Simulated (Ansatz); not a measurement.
Two isomers of C5H12O: A = `COC(C)(C)C`, B = `CC(C)(C)CO`.

Program: Ansatz. Geometries: PBE0-D4/def2-TZVP. ΔE: electronic, gas phase. CCSD(T)/CBS adds triple-zeta CCSD(T) − MP2 to the extrapolated MP2 energy (def2 sets, frozen cores). DFT in def2-TZVPP. B3LYP here is the variant with VWN-RPA as its local correlation; programs differ in this. Each species was taken in one conformer, which may not be the lowest.

Task: Which is lower in electronic energy at CCSD(T)/CBS, and by how much? (Estimate.)

Result: The calculation gave: B, by 35.3 kJ/mol.

Task: Give E(B) − E(A) in kJ/mol with CCSD/def2-TZVPP, BLYP-D4, CCSD(T)/def2-TZVPP, ωB97M-V, r2SCAN-D4, MP2/def2-TZVPP, B3LYP. (An estimate is asked.)

Result: Computed: CCSD/def2-TZVPP -34.7, BLYP-D4 -25.2, CCSD(T)/def2-TZVPP -34.9, ωB97M-V -32.8, r2SCAN-D4 -29.9, MP2/def2-TZVPP -39.7, B3LYP -26.1. None reverses the order clearly.

Largest T1 diagnostic: 0.010.

Leaving LDA and LC-ωPBE aside and taking each functional with its dispersion term where it has one, the values, not all of them listed here, spread over 11.5 kJ/mol, from PBE-QIDH to BLYP-D4. From BLYP to BHLYP (50 % exact exchange), in def2-TZVPP and without D4, E(B) − E(A) moves by −3.8 kJ/mol.
